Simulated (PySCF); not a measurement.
Homolysis of single bonds, series In CH3-H. All species are isolated molecules in the gas phase. Strings in code marks are SMILES.

Computed with PBE-D3(BJ)/def2-TZVP // B3LYP-D3(BJ)/def2-TZVP (PySCF 2.14.0). 

```
species                                   dipole moment (D)
----------------------------------------  -----------------
whole molecule (`[CH3][In]([CH3])[CH3]`)               0.01
radical fragment (`[CH3]`)                             0.00
radical fragment (`[CH3][In][CH3]`)                    0.18
whole molecule (`[CH3][InH][CH3]`)                     0.59
radical fragment (`[CH3][InH]`)                        0.70
whole molecule (`[CH3][InH2]`)                         0.70
radical fragment (`[InH2]`)                            0.44
whole molecule (`[InH3]`)                              0.00
```
